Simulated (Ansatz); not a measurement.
**C2H4N+ (SMILES C=N[CH2+]): one structure at several levels**

One table from this session's results is given with a row withheld; the runs are named, their logs left out.

Computed with Ansatz 0.2.0, Gaussian basis. Level: single points in def2-TZVPP.

Cores are frozen in the correlated methods.

## Starting geometry

SMILES `C=N[CH2+]`, 7 atoms, charge 1, spin multiplicity 1.

Atoms are counted from 1 here; the program's logs count them from 0.

Bond lengths: C1–N2 1.147 Å, C1–H4 0.996 Å, C1–H5 1.167 Å, N2–C3 1.406 Å, C3–H6 1.171 Å, C3–H7 1.113 Å. Angles: N2–C1–H4 137.1°, N2–C1–H5 127.7°, H4–C1–H5 89.9°, C1–N2–C3 169.4°, N2–C3–H6 119.5°, N2–C3–H7 125.5°, H6–C3–H7 112.3°.

Geometry (Å):

```xyz
7
C2H4N
C    -1.0340   -0.2389   -0.6716
N    -0.0799    0.0643   -0.1127
C     1.0460    0.2228    0.7151
H    -2.0154   -0.1037   -0.5665
H    -1.1764   -0.3667   -1.8224
H     1.5516    1.2750    0.8045
H     1.3391   -0.4587    1.5446
```

The first run:

Contents of run/in.yaml:

```yaml
crystal:
  periodic: [false, false, false]
  atoms:
    - {symbol: C, position_ang: [-1.034000, -0.238900, -0.671600]}
    - {symbol: N, position_ang: [-0.079900, 0.064300, -0.112700]}
    - {symbol: C, position_ang: [1.046000, 0.222800, 0.715100]}
    - {symbol: H, position_ang: [-2.015400, -0.103700, -0.566500]}
    - {symbol: H, position_ang: [-1.176400, -0.366700, -1.822400]}
    - {symbol: H, position_ang: [1.551600, 1.275000, 0.804500]}
    - {symbol: H, position_ang: [1.339100, -0.458700, 1.544600]}
basis:
  gaussian: {orbitals: def2-TZVPP}
total_charge: 1
correlation: {method: ccsd_t}
output: {forces: true}
```

The command line of these runs was not kept.

Among the steps run: CCSD(T)/def2-TZVPP; PBE0-D4/def2-TZVPP; wB97M-V/def2-TZVPP; r2SCAN-D4/def2-TZVPP; PBE-D4/def2-TZVPP; wB97X-V/def2-TZVPP; LC-wPBE/def2-TZVPP.

One table of the session follows, with a row left open; its other results are not shown here.

```
   method  RMS force component (eV/Å)  angle to CCSD(T) forces (°)
  CCSD(T)                       4.570                    reference
  PBE0-D4                       4.500                          5.1
  wB97M-V                           ?                            ?
r2SCAN-D4                       4.374                          4.3
   PBE-D4                       4.380                          4.1
  wB97X-V                       4.745                          3.5
  LC-wPBE                       4.741                          4.9
```

Q: Estimate the row for wB97M-V from the others.

**Answer.** RMS force component (eV/Å): 4.644; angle to CCSD(T) forces (°): 3.6. In the column «RMS force component (eV/Å)» it lies between CCSD(T) (4.570) and LC-wPBE (4.741).
